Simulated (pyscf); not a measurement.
Routes from H₃C–Si•(Cl)–Cl (SMILES C[Si](Cl)Cl) + HCl (SMILES Cl)

Candidate steps break at most two bonds and form at most two. Each was searched with GFN2-xTB (tblite) first. Single points on ωB97X-D3(BJ)/def2-SVP structures (PySCF, gas phase). Energies: ωB97M-D3(BJ)/def2-TZVP, kcal/mol, from the separated reactants, doublet surface; ΔG‡ with ideal gas, 1 atm, RRHO with modes under 100 cm⁻¹ raised to 100, one conformer, R ln 2 for chiral ones without a mode under 150 cm⁻¹.

```json
[
 {"products": "H₃C–Si(Cl)(Cl)–Cl + H•", "type": "atom transfer", "ΔE‡": "13.8", "ΔE": "-8.5", "ΔG‡ 298 K": "21.0", "ΔG‡ 900 K": "40.0", "ν‡ (cm⁻¹)": "712i"},
 {"products": "CH₄ + Cl–Si•(Cl)–Cl", "type": "four-centre exchange", "ΔE‡": "32.9", "ΔE": "-21.9", "ΔG‡ 298 K": "42.4", "ΔG‡ 900 K": "63.9", "ν‡ (cm⁻¹)": "1121i"}
]
```

Plain bond fissions and candidates not yet searched are not listed, and one of them may be faster. Each barrier is that of the saddle found; lower ones may exist.
